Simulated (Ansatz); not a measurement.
# Structure relaxation of Cu3Os

These are results of DFT PBE, scalar-relativistic, plane waves, PAW in Ansatz 0.2.0, not measurements. Cutoff 420 eV, Γ-centred k mesh, Gaussian smearing, no spin polarisation in the final step.

Cu3Os was placed on the Ni3Sn (D0_19) structure type (P6_3/mmc, No. 194), with Os in place of Sn, Cu in place of Ni, at a guessed volume.

```yaml
crystal:
  lattice:
    - [5.32199, 0.00000, 0.00000]
    - [-2.66100, 4.60898, 0.00000]
    - [0.00000, 0.00000, 4.27172]
  atoms:
    - { symbol: Cu, position: [0.83300, 0.66600, 0.25000] }
    - { symbol: Cu, position: [0.16700, 0.83300, 0.75000] }
    - { symbol: Cu, position: [0.33400, 0.16700, 0.25000] }
    - { symbol: Cu, position: [0.16700, 0.33400, 0.75000] }
    - { symbol: Cu, position: [0.83300, 0.16700, 0.25000] }
    - { symbol: Cu, position: [0.66600, 0.83300, 0.75000] }
    - { symbol: Os, position: [0.33333, 0.66667, 0.25000] }
    - { symbol: Os, position: [0.66667, 0.33333, 0.75000] }
```

Cell and atoms relax at zero pressure; the relaxation can't lower the symmetry of the start. After a coarse first stage the cell is made exact in the group found at 0.06 Å.

The zero of energy is the elements' standard structures at the same level; no fitted shifts are applied.

Q: Which crystal results?

A: It keeps P6_3/mmc (No. 194). The result has the Ni3Sn (D0_19) structure. Conventional cell: a = 5.258 Å, c = 4.213 Å. Cu is coordinated by 8 Cu at 2.59–2.64 Å and 4 Os at 2.60–2.63 Å; around Os lie 12 Cu at 2.60–2.63 Å.

```xyz
8
Lattice="5.2585 0.0000 0.0000 -2.6292 4.5540 0.0000 0.0000 0.0000 4.2125" Properties=species:S:1:pos:R:3 pbc="T T T"
Cu    2.6292    3.0419    1.0531
Cu   -1.3198    3.7980    3.1594
Cu    1.3095    0.7560    1.0531
Cu    0.0000    1.5120    3.1594
Cu    3.9490    0.7560    1.0531
Cu    1.3198    3.7980    3.1594
Os    0.0000    3.0360    1.0531
Os    2.6292    1.5180    3.1594
```

Q: What are its volume, energy, density and gap?

A: The volume per atom is 12.61 Å³ and the density is 12.54 g/cm³. The energy over the elements is 0.43 eV/atom. The gap on the 12×12×10 mesh is 0 eV (a metal).

The final run used a 12×12×10 mesh on its 8-atom cell and 0.10 eV smearing. The k mesh leaves about 4 meV/atom of noise in metals. Spin–orbit coupling is left out. A structure relaxed within its symmetry needn't be a true minimum.

Cost: 3 runs of about 5.1 core-minutes in all, on Arm Neoverse V1 (shared hosts).